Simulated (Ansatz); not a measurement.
These are frozen-core CCSD(T)/def2-TZVPP // CAM-B3LYP-D3(BJ)/def2-TZVP (Ansatz, an electronic-structure program) values and carry that method's errors. The geometry is that of the parent before the electron was removed. Warnings of the run: other_roots.

Ansatz 0.2 input:
```yaml
crystal:
  periodic: [false, false, false]
  atoms:
    - { symbol: Cl, position_ang: [-0.85368, 1.513857, 0.000182] }
    - { symbol: B, position_ang: [0.0, -0.000018, -0.000357] }
    - { symbol: Cl, position_ang: [-0.884193, -1.496244, -0.000242] }
    - { symbol: Cl, position_ang: [1.737872, -0.017597, 0.000416] }
basis:
  gaussian: { orbitals: def2-TZVPP }
correlation:
  method: ccsd_t
total_charge: 1
magnetization:
  spin_polarized: true
  initial_magnetization: 1
```

Output:

```
Functional definition: HF
955 factors; integrals over basis functions are off by at most 5.6e-4 eV
mean field evaluation 1: about -38174.5222 eV, gradient 1.2e1 eV
mean field evaluation 2: about -38174.5250 eV, gradient 1.2e1 eV
mean field evaluation 4: about -38175.4318 eV, gradient 2.1e0 eV
mean field evaluation 8: about -38175.4667 eV, gradient 7.2e-2 eV
mean field evaluation 16: about -38175.6983 eV, gradient 3.8e0 eV
mean field evaluation 32: about -38175.4668 eV, gradient 9.5e-3 eV
mean field evaluation 64: about -38175.5511 eV, gradient 2.8e0 eV
mean field evaluation 96: about -38175.4643 eV, gradient 1.9e-6 eV
mean field evaluation 128: about -38175.5213 eV, gradient 1.5e0 eV
mean field evaluation 160: about -38174.5916 eV, gradient 4.0e0 eV
mean field evaluation 192: about -38175.5972 eV, gradient 3.4e-1 eV
mean field evaluation 224: about -38174.3623 eV, gradient 3.4e0 eV
mean field evaluation 256: about -38175.4644 eV, gradient 2.5e-2 eV
mean field evaluation 288: about -38168.6155 eV, gradient 3.7e0 eV
mean field evaluation 320: about -38175.2247 eV, gradient 2.6e-4 eV
mean field evaluation 352: about -38174.5626 eV, gradient 3.4e-2 eV
mean field evaluation 384: about -38174.6199 eV, gradient 2.7e-3 eV
mean field evaluation 416: about -38175.4577 eV, gradient 3.5e-1 eV
mean field evaluation 448: about -38175.4644 eV, gradient 4.8e-4 eV
mean field evaluation 480: about -38174.5675 eV, gradient 5.4e-1 eV
mean field evaluation 512: about -38175.4702 eV, gradient 2.7e0 eV
mean field evaluation 544: about -38175.2247 eV, gradient 3.0e-3 eV
mean field evaluation 576: about -38175.9335 eV, gradient 2.8e-1 eV
mean field evaluation 608: about -38170.6727 eV, gradient 4.5e-1 eV
mean field evaluation 640: about -38170.3864 eV, gradient 2.6e-2 eV
mean field evaluation 672: about -38171.6243 eV, gradient 7.3e0 eV
mean field evaluation 704: about -38175.2246 eV, gradient 1.2e-2 eV
mean field evaluation 736: about -38175.0158 eV, gradient 4.8e0 eV
mean field evaluation 768: about -38170.6278 eV, gradient 1.4e0 eV
mean field evaluation 800: about -38170.3772 eV, gradient 6.6e-1 eV
mean field evaluation 832: about -38171.9661 eV, gradient 5.0e0 eV
mean field evaluation 864: about -38175.4641 eV, gradient 8.0e-2 eV
mean field -38175.93547445 eV, -1402.9397521075 hartree, gradient 9.1e-7 eV, S^2 0.763129; 31 other end points of the search recorded, 0 dependent functions left out
determinant -38175.93547445 eV, -1402.9397521075 hartree, with singles and doubles -38194.47922627 eV, -1403.6212224176 hartree
determinant -38175.93537727 eV, -1402.9397485362 hartree, with singles and doubles -38194.47898163 eV, -1403.6212134273 hartree
determinant -38175.93531493 eV, -1402.9397462452 hartree, with singles and doubles -38194.47889339 eV, -1403.6212101844 hartree
determinant -38175.60660718 eV, -1402.9276664585 hartree, with singles and doubles -38194.56303714 eV, -1403.6243024103 hartree
determinant -38175.60654240 eV, -1402.9276640777 hartree, with singles and doubles -38194.49530164 eV, -1403.6218131765 hartree
determinant -38175.60648325 eV, -1402.9276619038 hartree, with singles and doubles -38194.49525643 eV, -1403.6218115152 hartree
determinant -38175.46681763 eV, -1402.9225292871 hartree, with singles and doubles -38194.56899113 eV, -1403.6245212152 hartree
determinant -38175.46441163 eV, -1402.9224408681 hartree, with singles and doubles -38193.95127056 eV, -1403.6018204031 hartree
determinant -38175.46428770 eV, -1402.9224363139 hartree, with singles and doubles -38193.95118721 eV, -1403.6018173402 hartree
determinant -38175.46422832 eV, -1402.9224341318 hartree, with singles and doubles -38193.95114022 eV, -1403.6018156130 hartree
determinant -38175.22470336 eV, -1402.9136317518 hartree, with singles and doubles -38193.96831957 eV, -1403.6024469426 hartree
determinant -38175.22465391 eV, -1402.9136299344 hartree, with singles and doubles -38193.96826666 eV, -1403.6024449981 hartree
determinant -38174.61990892 eV, -1402.8914059662 hartree, with singles and doubles -38193.67413662 eV, -1403.5916359185 hartree
determinant -38174.61987368 eV, -1402.8914046711 hartree, with singles and doubles -38193.67410395 eV, -1403.5916347181 hartree
determinant -38174.56226442 eV, -1402.8892875696 hartree, with singles and doubles -38193.66735356 eV, -1403.5913866458 hartree
determinant -38174.56221123 eV, -1402.8892856150 hartree, with singles and doubles -38193.66731352 eV, -1403.5913851744 hartree
determinant -38172.64876448 eV, -1402.8189677439 hartree, with singles and doubles -38191.88262604 eV, -1403.5257991190 hartree
determinant -38175.93547445 eV, -1402.9397521075 hartree, with singles and doubles -38194.41901137 eV, -1403.6190095609 hartree
determinant -38175.93537727 eV, -1402.9397485362 hartree, with singles and doubles -38194.41894247 eV, -1403.6190070288 hartree
determinant -38175.93531493 eV, -1402.9397462452 hartree, with singles and doubles -38194.41888773 eV, -1403.6190050171 hartree
determinant -38175.60660718 eV, -1402.9276664585 hartree, with singles and doubles -38194.49533437 eV, -1403.6218143795 hartree
determinant -38175.93547445 eV, -1402.9397521075 hartree, with singles and doubles -38194.53323683 eV, -1403.6232072691 hartree
determinant -38175.93537727 eV, -1402.9397485362 hartree, with singles and doubles -38194.53319743 eV, -1403.6232058209 hartree
determinant -38175.93531493 eV, -1402.9397462452 hartree, with singles and doubles -38194.53316470 eV, -1403.6232046182 hartree
determinant -38175.60660718 eV, -1402.9276664585 hartree, with singles and doubles -38194.55323079 eV, -1403.6239420337 hartree
determinant -38175.60654240 eV, -1402.9276640777 hartree, with singles and doubles -38194.55321133 eV, -1403.6239413185 hartree
determinant -38175.60648325 eV, -1402.9276619038 hartree, with singles and doubles -38194.55318716 eV, -1403.6239404300 hartree
determinant -38175.46681763 eV, -1402.9225292871 hartree, with singles and doubles -38194.56892086 eV, -1403.6245186328 hartree
16 core orbitals not correlated
reference -38175.46681763 eV, -1402.9225292871 hartree; 12, 11 occupied and 129, 130 virtual orbitals, 955 factors
second order -17.99302745 eV of doubles, -0.00000000 eV of singles
cycle   1  -18.49896170 eV  change    -1.4e0 eV  update   9.6e-2
cycle   2  -19.02642584 eV  change   -5.3e-1 eV  update   3.0e-2
cycle   3  -19.11387909 eV  change   -8.7e-2 eV  update   1.5e-2
cycle   4  -19.10404905 eV  change    9.8e-3 eV  update   5.2e-3
cycle   5  -19.10217332 eV  change    1.9e-3 eV  update   1.6e-3
cycle   6  -19.10188093 eV  change    2.9e-4 eV  update   4.3e-4
cycle   7  -19.10208276 eV  change   -2.0e-4 eV  update   1.3e-4
cycle   8  -19.10212219 eV  change   -3.9e-5 eV  update   3.9e-5
cycle   9  -19.10209939 eV  change    2.3e-5 eV  update   1.5e-5
cycle  10  -19.10210398 eV  change   -4.6e-6 eV  update   6.3e-6
perturbative correction -1.06460298 eV, -0.0391234379 hartree
WARN: these amplitudes may be one of several solutions (largest doubles amplitude 0.05, level shift 1.88 eV)
Total energy: -38195.63352459 eV, -1403.6636420984 hartree
```

Cost: about 27 core-minutes (a rough figure).
